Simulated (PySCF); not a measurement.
## Basis-set dependence of population analyses: `[SiH3]C[SiH3]`

CH8Si2.
SMILES with atom numbers: `[SiH3:1][CH2:2][SiH3:3]` (hydrogens: H4, H5, H6 on Si1; H7, H8 on C2; H9, H10, H11 on Si3)

PBE0 throughout (PySCF), one geometry, spherical d and f functions. Isolated species at its PBE0-D3(BJ)/def2-SVP geometry, gas phase. Atoms taken as equivalent share a column and are averaged.

Mulliken charges (e):

```
        basis  functions  Si1/Si3      C2  H4 (×6)   H7/H8
       STO-3G         31   +0.532  -0.460   -0.123  +0.067
        6-31G         51   +0.560  -0.964   -0.102  +0.227
     pcSseg-0         51   +0.556  -1.442   -0.046  +0.304
       6-31G*         66   +0.369  -0.798   -0.063  +0.219
      cc-pVDZ         90   +0.218  -0.350   -0.043  +0.086
     def2-SVP         90   +0.362  -0.552   -0.065  +0.110
6-311+G(2d,p)        145   +0.369  -0.713   -0.063  +0.176
  aug-cc-pVDZ        149   -0.538  +0.225   +0.247  -0.314
    def2-TZVP        153   +0.141  -0.448   -0.021  +0.148
     IGLO-III        203   +0.721  -0.800   -0.168  +0.184
      cc-pVTZ        210   +0.154  -0.358   -0.028  +0.108
```

IAO charges (e):

```
        basis  functions  Si1/Si3      C2  H4 (×6)   H7/H8
       STO-3G         31   +0.636  -0.763   -0.128  +0.129
        6-31G         51   +0.451  -0.775   -0.078  +0.172
     pcSseg-0         51   +0.445  -0.800   -0.073  +0.174
       6-31G*         66   +0.578  -0.816   -0.112  +0.165
      cc-pVDZ         90   +0.574  -0.812   -0.111  +0.165
     def2-SVP         90   +0.595  -0.816   -0.116  +0.163
6-311+G(2d,p)        145   +0.607  -0.840   -0.118  +0.169
  aug-cc-pVDZ        149   +0.575  -0.819   -0.111  +0.167
    def2-TZVP        153   +0.616  -0.846   -0.121  +0.169
     IGLO-III        203   +0.615  -0.845   -0.121  +0.169
      cc-pVTZ        210   +0.601  -0.840   -0.117  +0.170
```

Hirshfeld charges (e):

```json
{"basis": "STO-3G", "functions": "31", "Si1/Si3": "+0.339", "C2": "-0.170", "H4 (×6)": "-0.087", "H7/H8": "+0.007"}
{"basis": "6-31G", "functions": "51", "Si1/Si3": "+0.284", "C2": "-0.228", "H4 (×6)": "-0.073", "H7/H8": "+0.050"}
{"basis": "pcSseg-0", "functions": "51", "Si1/Si3": "+0.302", "C2": "-0.225", "H4 (×6)": "-0.076", "H7/H8": "+0.038"}
{"basis": "6-31G*", "functions": "66", "Si1/Si3": "+0.285", "C2": "-0.228", "H4 (×6)": "-0.075", "H7/H8": "+0.055"}
{"basis": "cc-pVDZ", "functions": "90", "Si1/Si3": "+0.303", "C2": "-0.234", "H4 (×6)": "-0.079", "H7/H8": "+0.049"}
{"basis": "def2-SVP", "functions": "90", "Si1/Si3": "+0.310", "C2": "-0.236", "H4 (×6)": "-0.080", "H7/H8": "+0.049"}
{"basis": "6-311+G(2d,p)", "functions": "145", "Si1/Si3": "+0.309", "C2": "-0.249", "H4 (×6)": "-0.078", "H7/H8": "+0.049"}
{"basis": "aug-cc-pVDZ", "functions": "149", "Si1/Si3": "+0.307", "C2": "-0.255", "H4 (×6)": "-0.077", "H7/H8": "+0.050"}
{"basis": "def2-TZVP", "functions": "153", "Si1/Si3": "+0.304", "C2": "-0.248", "H4 (×6)": "-0.077", "H7/H8": "+0.052"}
{"basis": "IGLO-III", "functions": "203", "Si1/Si3": "+0.300", "C2": "-0.248", "H4 (×6)": "-0.076", "H7/H8": "+0.050"}
{"basis": "cc-pVTZ", "functions": "210", "Si1/Si3": "+0.303", "C2": "-0.246", "H4 (×6)": "-0.077", "H7/H8": "+0.051"}
```

ESP-fitted charges (e):

```
        basis  functions  Si1/Si3      C2  H4 (×6)   H7/H8
       STO-3G         31   +0.339  -0.280   -0.088  +0.065
        6-31G         51   +0.416  -0.442   -0.109  +0.132
     pcSseg-0         51   +0.483  -0.641   -0.114  +0.178
       6-31G*         66   +0.320  -0.335   -0.090  +0.116
      cc-pVDZ         90   +0.257  -0.273   -0.075  +0.105
     def2-SVP         90   +0.318  -0.337   -0.088  +0.115
6-311+G(2d,p)        145   +0.301  -0.324   -0.085  +0.116
  aug-cc-pVDZ        149   +0.314  -0.334   -0.087  +0.116
    def2-TZVP        153   +0.307  -0.313   -0.087  +0.112
     IGLO-III        203   +0.317  -0.341   -0.088  +0.119
      cc-pVTZ        210   +0.313  -0.325   -0.088  +0.114
```

Some averages cover members that differ in this geometry, most widely: H4 (×6), Mulliken in aug-cc-pVDZ +0.215 to +0.266 e.

Question: Which scheme is steadiest as the basis changes?

Answer: Largest range over the bases for any column: Hirshfeld 0.09 e, IAO 0.19 e, ESP-fitted 0.37 e, Mulliken 1.67 e. Hirshfeld charges move least and Mulliken charges most, counted in e. Without the minimal STO-3G basis the ranges are Hirshfeld 0.03, IAO 0.17, ESP-fitted 0.37, Mulliken 1.67 e.

Question: How much do the charges still move between the two largest bases, IGLO-III and cc-pVTZ?

Answer: At most, over all atoms: Mulliken 0.567 e, IAO 0.014 e, Hirshfeld 0.002 e, ESP-fitted 0.016 e.

Question: What do the same runs give for the total energy, the frontier levels and the dipole moment?

Answer: 
| basis | energy (Eh) | HOMO (eV) | LUMO (eV) | μ (D) |
| --- | --- | --- | --- | --- |
| STO-3G | -614.4366 | -6.73 | 7.75 | 0.37 |
| 6-31G | -621.4796 | -8.76 | 0.82 | 0.79 |
| pcSseg-0 | -620.7992 | -9.12 | 0.68 | 0.62 |
| 6-31G* | -621.5518 | -8.71 | 0.73 | 0.88 |
| cc-pVDZ | -621.5862 | -8.73 | 0.73 | 0.87 |
| def2-SVP | -621.3813 | -8.81 | 0.70 | 0.84 |
| 6-311+G(2d,p) | -621.6238 | -8.81 | -0.19 | 0.88 |
| aug-cc-pVDZ | -621.5902 | -8.77 | -0.26 | 0.85 |
| def2-TZVP | -621.6281 | -8.79 | 0.23 | 0.88 |
| IGLO-III | -621.6314 | -8.79 | 0.19 | 0.86 |
| cc-pVTZ | -621.6316 | -8.79 | 0.33 | 0.87 |

The dipole is fixed by the density alone, so its range of 0.51 D shows that the density itself changes with the basis, not only its division among atoms.
